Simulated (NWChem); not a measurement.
Program: NWChem. System: CH3O, charge 0, spin multiplicity 2, at a geometry optimised with UB3LYP/def2-SVP. The structure started from a generated list of species. Its SCF solution wasn't tested for a lower state. Level: UHF/cc-pVTZ.

Job file:

```
start mol
memory heap 200 mb stack 900 mb global 1100 mb
geometry units angstroms nocenter noautoz noautosym
  C      0.073339     0.559350     0.045927
  O     -0.115110    -0.775309    -0.089457
  H      0.637268     0.689111     1.003776
  H      0.709611     1.017369    -0.742599
  H     -0.866032     1.139896     0.178920
end
basis spherical
  * library cc-pvtz
end
scf
  uhf
  nopen 1
  maxiter 100
  thresh 1e-7
  semidirect memsize 60000000 filesize 0
  # guess.movecs holds the orbitals of an unrestricted PBE0 run
  vectors input guess.movecs output mol.movecs
end
task scf energy
```

Part of the output:

```
             Northwest Computational Chemistry Package (NWChem) 7.3.0
             --------------------------------------------------------

                                NWChem Input Module
                                -------------------

 Scaling coordinates for geometry "geometry" by  1.889725989
 (inverse scale =  0.529177249)

                             Geometry "geometry" -> ""
                             -------------------------

 Output coordinates in angstroms (scale by  1.889725989 to convert to a.u.)

  No.       Tag          Charge          X              Y              Z
 ---- ---------------- ---------- -------------- -------------- --------------
    1 C                    6.0000     0.07333900     0.55935000     0.04592700
    2 O                    8.0000    -0.11511000    -0.77530900    -0.08945700
    3 H                    1.0000     0.63726800     0.68911100     1.00377600
    4 H                    1.0000     0.70961100     1.01736900    -0.74259900
    5 H                    1.0000    -0.86603200     1.13989600     0.17892000

 Effective nuclear repulsion energy (a.u.)      34.4021201726

            Nuclear Dipole moment (a.u.)
            ----------------------------
        X                 Y               Z
 ---------------- ---------------- ----------------
     0.0000018897     0.0000075589     0.0000056692


 Summary of "ao basis" -> "" (spherical)
 ------------------------------------------------------------------------------
       Tag                 Description            Shells   Functions and Types
 ---------------- ------------------------------  ------  ---------------------
 *                          cc-pvtz                   on all atoms

 Summary of "ao basis" -> "ao basis" (spherical)
 ------------------------------------------------------------------------------
       Tag                 Description            Shells   Functions and Types
 ---------------- ------------------------------  ------  ---------------------
 C                          cc-pvtz                 10       30   4s3p2d1f
 O                          cc-pvtz                 10       30   4s3p2d1f
 H                          cc-pvtz                  6       14   3s2p1d

                                 NWChem SCF Module
                                 -----------------

  ao basis        = "ao basis"
  functions       =   102
  atoms           =     5
  alpha electrons =     9
  beta  electrons =     8
  charge          =   0.00
  wavefunction    = UHF
  use symmetry    = F
  symmetry adapt  = F

 Summary of "ao basis" -> "ao basis" (spherical)
 ------------------------------------------------------------------------------
       Tag                 Description            Shells   Functions and Types
 ---------------- ------------------------------  ------  ---------------------
 C                          cc-pvtz                 10       30   4s3p2d1f
 O                          cc-pvtz                 10       30   4s3p2d1f
 H                          cc-pvtz                  6       14   3s2p1d

 Forming initial guess at       0.1s

 Starting SCF solution at       0.1s

 ----------------------------------------------
         Quadratically convergent UHF

 Convergence threshold     :          1.000E-07
 Maximum no. of iterations :          100
 Integral*density screening:          1.000E-09
 ----------------------------------------------

              iter       energy          gnorm     gmax       time
             ----- ------------------- --------- --------- --------
                 1     -114.4482268563  4.35D-01  9.29D-02      1.6
                 2     -114.4640223466  3.02D-02  1.72D-02      2.2
                 3     -114.4643789363  1.01D-03  2.89D-04      2.9
  ga_iter_lsolve: convergence stagnant ... aborting solve
                 4     -114.4643792280  7.74D-05  5.00D-05      3.9
  ga_iter_lsolve: convergence stagnant ... aborting solve

 Disabled NR: increased maxiter to 110

                 5     -114.4643793237  5.07D-04  1.01D-04      5.3
                 6     -114.4643793903  3.30D-04  6.66D-05      5.7
                 7     -114.4643794303  2.46D-04  6.12D-05      6.1
                 8     -114.4643794435  1.20D-04  2.98D-05      6.5
                 9     -114.4643794460  5.79D-05  1.64D-05      6.9
                10     -114.4643794468  3.31D-05  5.27D-06      7.3
                11     -114.4643794469  1.29D-05  2.94D-06      7.5
                12     -114.4643794469  9.32D-06  2.31D-06      7.9
                13     -114.4643794470  4.09D-06  8.45D-07      8.3
                14     -114.4643794470  3.13D-06  8.32D-07      8.6
                15     -114.4643794470  3.84D-06  8.03D-07      9.0
                16     -114.4643794470  5.36D-06  1.36D-06      9.6
                17     -114.4643794470  8.54D-06  1.62D-06     10.4
                18     -114.4643794470  6.23D-06  1.15D-06     10.6
                19     -114.4643794470  3.79D-06  8.97D-07     10.9
                20     -114.4643794470  1.82D-06  3.37D-07     11.2
                21     -114.4643794470  8.22D-07  1.39D-07     11.5
                22     -114.4643794470  3.93D-07  7.04D-08     11.8
                23     -114.4643794470  1.53D-07  2.38D-08     12.1
                24     -114.4643794470  6.74D-08  1.28D-08     12.3

       Final UHF  results
       ------------------

         Total SCF energy =   -114.464379447026
      One electron energy =   -224.237449443795
      Two electron energy =     75.370949824194
 Nuclear repulsion energy =     34.402120172574

                       Sz =      0.5000
[...]
   17    0.6006
   18    0.6047
   19    0.6197

                    UHF Final Alpha Molecular Orbital Analysis
                    ------------------------------------------

 Vector    7  Occ=1.000000D+00  E=-6.319952D-01
              MO Center= -4.7D-02, -3.2D-01, -3.6D-02, r^2= 1.3D+00
   Bfn.  Coefficient  Atom+Function         Bfn.  Coefficient  Atom+Function
  ----- ------------  ---------------      ----- ------------  ---------------
    39      0.368369  2 O  py                36      0.286239  2 O  py
    42      0.240181  2 O  py                 9     -0.220876  1 C  py
     6     -0.184685  1 C  py

 Vector    8  Occ=1.000000D+00  E=-5.104403D-01
              MO Center=  1.5D-01,  3.0D-01,  2.4D-01, r^2= 1.6D+00
   Bfn.  Coefficient  Atom+Function         Bfn.  Coefficient  Atom+Function
  ----- ------------  ---------------      ----- ------------  ---------------
    62      0.294536  3 H  s                 40     -0.251767  2 O  pz
    37     -0.195806  2 O  pz                43     -0.196775  2 O  pz
    10      0.192247  1 C  pz                 7      0.161010  1 C  pz
    61      0.154922  3 H  s

 Vector    9  Occ=1.000000D+00  E=-4.751407D-01
              MO Center= -6.3D-02,  3.1D-02, -1.2D-01, r^2= 1.7D+00
   Bfn.  Coefficient  Atom+Function         Bfn.  Coefficient  Atom+Function
  ----- ------------  ---------------      ----- ------------  ---------------
    38      0.312548  2 O  px                41      0.257527  2 O  px
    35      0.246744  2 O  px                76     -0.223679  4 H  s
    90      0.221948  5 H  s                 40     -0.187916  2 O  pz
    43     -0.154819  2 O  pz

 Vector   10  Occ=0.000000D+00  E= 1.420405D-01
              MO Center=  2.3D-01,  1.1D+00,  2.6D-01, r^2= 5.6D+00
   Bfn.  Coefficient  Atom+Function         Bfn.  Coefficient  Atom+Function
  ----- ------------  ---------------      ----- ------------  ---------------
     4      3.472265  1 C  s                 63     -1.500372  3 H  s
    91     -1.305555  5 H  s                 77     -1.296287  4 H  s
    12      0.594618  1 C  py                62     -0.283345  3 H  s
    13      0.265241  1 C  pz                90     -0.250085  5 H  s
    76     -0.247931  4 H  s                  2      0.243996  1 C  s

 Vector   11  Occ=0.000000D+00  E= 2.118625D-01
              MO Center=  5.2D-01,  9.6D-01,  7.2D-01, r^2= 5.0D+00
   Bfn.  Coefficient  Atom+Function         Bfn.  Coefficient  Atom+Function
  ----- ------------  ---------------      ----- ------------  ---------------
    63      2.561438  3 H  s                 13     -1.419589  1 C  pz
    77     -1.409400  4 H  s                 91     -1.347233  5 H  s
    11     -0.784854  1 C  px                10     -0.334179  1 C  pz
     4      0.306341  1 C  s                 34     -0.240821  2 O  s
     8     -0.185897  1 C  px                62      0.184116  3 H  s

 Vector   12  Occ=0.000000D+00  E= 2.159863D-01
              MO Center= -2.1D-01,  1.4D+00, -5.2D-01, r^2= 5.0D+00
   Bfn.  Coefficient  Atom+Function         Bfn.  Coefficient  Atom+Function
  ----- ------------  ---------------      ----- ------------  ---------------
    91     -2.405909  5 H  s                 77      2.374306  4 H  s
    11     -1.500009  1 C  px                13      0.853564  1 C  pz
     8     -0.328229  1 C  px                41      0.211386  2 O  px
    10      0.185504  1 C  pz

                     UHF Final Beta Molecular Orbital Analysis
                     -----------------------------------------

 Vector    6  Occ=1.000000D+00  E=-5.978745D-01
              MO Center= -8.2D-02, -3.2D-01, -8.8D-02, r^2= 1.4D+00
   Bfn.  Coefficient  Atom+Function         Bfn.  Coefficient  Atom+Function
  ----- ------------  ---------------      ----- ------------  ---------------
    39      0.341326  2 O  py                36      0.268484  2 O  py
    42      0.249506  2 O  py                 9     -0.236348  1 C  py
     6     -0.196035  1 C  py                34     -0.154310  2 O  s

 Vector    7  Occ=1.000000D+00  E=-5.744864D-01
              MO Center=  2.2D-01,  5.3D-01,  3.1D-01, r^2= 1.3D+00
   Bfn.  Coefficient  Atom+Function         Bfn.  Coefficient  Atom+Function
  ----- ------------  ---------------      ----- ------------  ---------------
    10      0.259737  1 C  pz                62      0.252572  3 H  s
     7      0.205711  1 C  pz                 8      0.157455  1 C  px
    61      0.155996  3 H  s

 Vector    8  Occ=1.000000D+00  E=-4.434983D-01
              MO Center= -7.4D-02, -1.4D-01, -1.1D-01, r^2= 1.6D+00
   Bfn.  Coefficient  Atom+Function         Bfn.  Coefficient  Atom+Function
  ----- ------------  ---------------      ----- ------------  ---------------
    38      0.327483  2 O  px                41      0.291926  2 O  px
    35      0.259664  2 O  px                76     -0.214473  4 H  s
    90      0.211372  5 H  s                 40     -0.198766  2 O  pz
    43     -0.177140  2 O  pz                37     -0.157590  2 O  pz

 Vector    9  Occ=0.000000D+00  E= 1.103859D-01
              MO Center=  8.0D-03, -3.5D-01,  7.2D-02, r^2= 2.1D+00
   Bfn.  Coefficient  Atom+Function         Bfn.  Coefficient  Atom+Function
  ----- ------------  ---------------      ----- ------------  ---------------
    63      0.871945  3 H  s                 13     -0.496149  1 C  pz
    43     -0.412066  2 O  pz                91     -0.397028  5 H  s
    62      0.389834  3 H  s                 77     -0.373095  4 H  s
    11     -0.290913  1 C  px                40     -0.256416  2 O  pz
    41     -0.246482  2 O  px                37     -0.215904  2 O  pz

 Vector   10  Occ=0.000000D+00  E= 1.429813D-01
              MO Center=  2.1D-01,  1.1D+00,  2.2D-01, r^2= 5.6D+00
   Bfn.  Coefficient  Atom+Function         Bfn.  Coefficient  Atom+Function
  ----- ------------  ---------------      ----- ------------  ---------------
     4      3.474550  1 C  s                 63     -1.433897  3 H  s
    91     -1.342465  5 H  s                 77     -1.332903  4 H  s
    12      0.610700  1 C  py                62     -0.265884  3 H  s
    90     -0.258531  5 H  s                 76     -0.255949  4 H  s
     2      0.242067  1 C  s                 13      0.223225  1 C  pz

 Vector   11  Occ=0.000000D+00  E= 2.157179D-01
              MO Center= -1.4D-01,  1.4D+00, -5.6D-01, r^2= 5.0D+00
   Bfn.  Coefficient  Atom+Function         Bfn.  Coefficient  Atom+Function
  ----- ------------  ---------------      ----- ------------  ---------------
    77      2.428563  4 H  s                 91     -2.333435  5 H  s
    11     -1.447768  1 C  px                13      0.908395  1 C  pz
     8     -0.317552  1 C  px                41      0.209983  2 O  px
    10      0.199500  1 C  pz

 center of mass
 --------------
 x =  -0.02902949 y =  -0.17181128 z =  -0.02657402

 moments of inertia (a.u.)
 ------------------
          63.188514300005          -7.326686370711          -0.556590067289
          -7.326686370711          13.186073215361          -5.425275766467
          -0.556590067289          -5.425275766467          63.871152546998

  Mulliken analysis of the total density
  --------------------------------------

    Atom       Charge   Shell Charges
 -----------   ------   -------------------------------------------------------
    1 C    6     5.98   1.96  0.81  0.16  0.28  0.80  1.46  0.42  0.03  0.07  0.01
    2 O    8     8.21   1.95  1.05  0.24  0.61  1.21  2.05  1.07  0.00  0.02  0.00
    3 H    1     0.91   0.26  0.51  0.11  0.01  0.02  0.00
    4 H    1     0.95   0.26  0.53  0.12  0.01  0.02  0.00
    5 H    1     0.94   0.26  0.53  0.12  0.01  0.02  0.00

  Mulliken analysis of the alpha density
  --------------------------------------

    Atom       Charge   Shell Charges
 -----------   ------   -------------------------------------------------------
    1 C    6     2.92   0.98  0.40  0.08  0.13  0.39  0.70  0.19  0.02  0.04  0.01
    2 O    8     4.60   0.97  0.54  0.13  0.30  0.76  1.27  0.62  0.00  0.01  0.00
    3 H    1     0.51   0.14  0.29  0.07  0.00  0.01  0.00
    4 H    1     0.48   0.13  0.27  0.06  0.00  0.01  0.00
    5 H    1     0.48   0.13  0.27  0.06  0.00  0.01  0.00

   Mulliken analysis of the beta density
   -------------------------------------

    Atom       Charge   Shell Charges
 -----------   ------   -------------------------------------------------------
    1 C    6     3.06   0.98  0.41  0.08  0.15  0.41  0.76  0.23  0.01  0.03  0.00
    2 O    8     3.61   0.98  0.51  0.12  0.31  0.45  0.78  0.45  0.00  0.01  0.00
    3 H    1     0.41   0.12  0.23  0.05  0.00  0.01  0.00
    4 H    1     0.46   0.13  0.26  0.06  0.00  0.01  0.00
    5 H    1     0.46   0.13  0.26  0.06  0.00  0.01  0.00

   Mulliken analysis of the spin density
   -------------------------------------

    Atom       Charge   Shell Charges
 -----------   ------   -------------------------------------------------------
    1 C    6    -0.14   0.00 -0.01 -0.00 -0.01 -0.02 -0.06 -0.04  0.00  0.01  0.00
    2 O    8     0.99  -0.00  0.03  0.01 -0.01  0.31  0.49  0.16 -0.00 -0.00 -0.00
    3 H    1     0.10   0.03  0.06  0.02 -0.00 -0.00 -0.00
    4 H    1     0.02   0.00  0.01  0.00 -0.00 -0.00 -0.00
    5 H    1     0.02   0.01  0.01  0.00 -0.00 -0.00 -0.00

       Multipole analysis of the density wrt the origin
       ------------------------------------------------

     L   x y z        total         alpha         beta         nuclear
     -   - - -        -----         -----         ----         -------
     0   0 0 0     -0.000000     -9.000000     -8.000000     17.000000

     1   1 0 0      0.124463      0.125617     -0.001156      0.000002
     1   0 1 0      0.705985      0.968190     -0.262213      0.000008
     1   0 0 1      0.118846      0.078137      0.040703      0.000006

     2   2 0 0     -9.246214     -8.175196     -7.491591      6.420573
     2   1 1 0     -0.087004     -2.264005     -1.872578      4.049579
     2   1 0 1      0.326990     -0.222201      0.333656      0.215535
     2   0 2 0    -10.043421    -23.270883    -20.681021     33.908482
     2   0 1 1     -0.057471     -1.734014     -1.355848      3.032391
     2   0 0 2     -8.877394     -8.013287     -6.819600      5.955493

 Task  times  cpu:       12.3s     wall:       12.3s

 Total times  cpu:       12.4s     wall:       12.4s
```
